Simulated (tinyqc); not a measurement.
Worked calculation: CIS on RHF in the sto-3g basis, frozen core, for H2O, spin multiplicity 1. One step of it, computed by the program tinyqc.

Question. CIS matrix, singlets. A(ia,jb) = (e_a - e_i) d_ij d_ab + 2 (ia|jb) - (ij|ab).

orbital energies (hartree): MO1 -20.245954, MO2 -1.248727, MO3 -0.598525, MO4 -0.446902, MO5 -0.388650, MO6 0.566385, MO7 0.698655

Two-electron integrals over orbitals (pq|rs), unique and non-zero (hartree); the lowest 1 orbital is frozen and left out:
```
(22|22) 0.725106    (32|32) 0.140980    (33|22) 0.636312    (33|33) 0.621687
(42|22) -0.003732   (42|33) 0.006231    (42|42) 0.126377    (43|32) 0.022709
(43|43) 0.049070    (44|22) 0.673025    (44|33) 0.589519    (44|42) -0.103086
(44|44) 0.762976    (52|52) 0.145903    (53|53) 0.028050    (54|52) -0.046217
(54|54) 0.053991    (55|22) 0.748606    (55|33) 0.620937    (55|42) -0.072181
(55|44) 0.720194    (55|55) 0.880159    (62|22) 0.140177    (62|33) 0.072814
(62|42) 0.023478    (62|44) 0.082051    (62|55) 0.154607    (62|62) 0.099927
(63|32) -0.040199   (63|43) -0.031295   (63|63) 0.072730    (64|22) 0.103004
(64|33) 0.044405    (64|42) -0.035598   (64|44) 0.125137    (64|55) 0.124660
(64|62) 0.061538    (64|64) 0.075406    (65|52) 0.057322    (65|54) 0.000169
(65|65) 0.037449    (66|22) 0.607617    (66|33) 0.565282    (66|42) 0.056242
(66|44) 0.547427    (66|55) 0.585301    (66|62) 0.095331    (66|64) 0.046406
(66|66) 0.592911    (72|32) 0.044353    (72|43) -0.033146   (72|63) 0.034024
(72|72) 0.063623    (73|22) 0.145337    (73|33) 0.089787    (73|42) -0.076593
(73|44) 0.156314    (73|55) 0.193341    (73|62) 0.075013    (73|64) 0.084086
(73|66) 0.039501    (73|73) 0.154083    (74|32) -0.076056   (74|43) -0.001762
(74|63) 0.047336    (74|72) -0.017003   (74|74) 0.069266    (75|53) 0.023780
(75|75) 0.024637    (76|32) 0.095908    (76|43) 0.051770    (76|63) -0.065805
(76|72) -0.008140   (76|74) -0.058584   (76|76) 0.115080    (77|22) 0.620018
(77|33) 0.602958    (77|42) -0.015680   (77|44) 0.601255    (77|55) 0.621337
(77|62) 0.067222    (77|64) 0.044326    (77|66) 0.561822    (77|73) 0.094625
(77|77) 0.613724
```

Give: CIS matrix A, singlet.

Answer.

CIS matrix A, singlet (hartree), lower triangle:
```
        2>6      2>7     3>6     3>7     4>6     4>7     5>6     5>7
2>6  1.4073
2>7  0.0000   1.4546
3>6  0.0000  -0.0279  0.7451
3>7  0.0541   0.0000  0.0000  1.0024
4>6  0.0668   0.0000  0.0000  0.1164  0.6167
4>7  0.0000  -0.0183  0.0429  0.0000  0.0000  0.6828
5>6  0.0000   0.0000  0.0000  0.0000  0.0000  0.0000  0.4446
5>7  0.0000   0.0000  0.0000  0.0000  0.0000  0.0000  0.0000  0.5152
```
